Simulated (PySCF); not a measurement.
# Structure from 2D NMR

Compound of formula C4H8O. Correlations simulated from computed shifts and couplings:

HSQC (one-bond C–H):
| δH | δC | ¹J(C,H) (Hz) |
| --- | --- | --- |
| 3.99 | 68.6 | 146 |
| 2.04 | 34.2 | 145 |
| 1.82 | 34.2 | 138 |
| 1.52 | 13.0 | 148 |
| 1.25 | 13.0 | 138 |

COSY cross peaks (|J| ≥ 2 Hz):
| δH | δH | abs. J (Hz) | bonds |
| --- | --- | --- | --- |
| 3.99 | 2.04 | 7.4 | 3 |
| 3.99 | 1.82 | 8.8 | 3 |
| 2.04 | 1.82 | 11.6 | 2 |
| 2.04 | 1.25 | 8.6 | 3 |
| 1.82 | 1.52 | 10.6 | 3 |
| 1.82 | 1.25 | 12.4 | 3 |
| 1.52 | 1.25 | 12.1 | 2 |

HMBC (two and three bonds, |J| ≥ 2.5 Hz):
| δH | δC [abs. J in Hz] |
| --- | --- |
| 2.04 | 68.6 [2.5], 34.2 [14.2] |
| 1.82 | 68.6 [6.6], 13.0 [4.7] |
| 1.52 | 68.6 [17.0], 34.2 [2.5] |
| 1.25 | 34.2 [3.8] |

Theory: shielding tensors at PBE0/pcSseg-1 (GIAO), J: B3LYP/pcJ-1 (without the spin–dipole term), geometry: PBE0-D3(BJ)/def2-SVP, in PySCF (rapidly exchanging positions averaged, one computed conformer, non-relativistic, no solvent).

Referencing at the same level of theory: TMS for ¹H and ¹³C.

Exchangeable hydrogens are left out of these lists, and C,H couplings along chains are those of one rotamer, so weak HMBC peaks may be missing or extra.

Work out the connectivity.

Results:

`OC1CCC1`.

Mapped SMILES: `[OH:1][CH:2]1[CH2:3][CH2:4][CH2:5]1`; H(Xn) means a hydrogen on atom n. Ha(C3), Ha(C4), Ha(C5) are cis to O1 on the ring; Hb(C3), Hb(C4), Hb(C5) are trans to O1 on the ring.

- δC 68.6 is C2, an sp3 CH bonded to O (δH 3.99).
- δC 34.2 is C3/C5, an sp3 CH2 in a ring (δH 2.04, 1.82).
- δC 13.0 is C4, an sp3 CH2 in a ring (δH 1.25, 1.52).
- COSY links 3.99–2.04, 3.99–1.82, 2.04–1.82, 2.04–1.25, 1.82–1.52, 1.82–1.25.

OH/NH shifts are gas-phase values; hydrogen bonding in solution moves them, usually downfield. Unscaled 3J(H,H) at this level run about 10 % above measured values. Shifts are as computed. Against solution values, carbons near 30 ppm lie about +2 ppm off and those near 130 ppm about +5 ppm. Of 1211 compounds with measured shifts, 218 miss one by over three times the rms of a fit or turn the order of signals round; such compounds aren't used in these exercises. 3J across rotatable bonds or in flexible rings reflects this conformer alone.
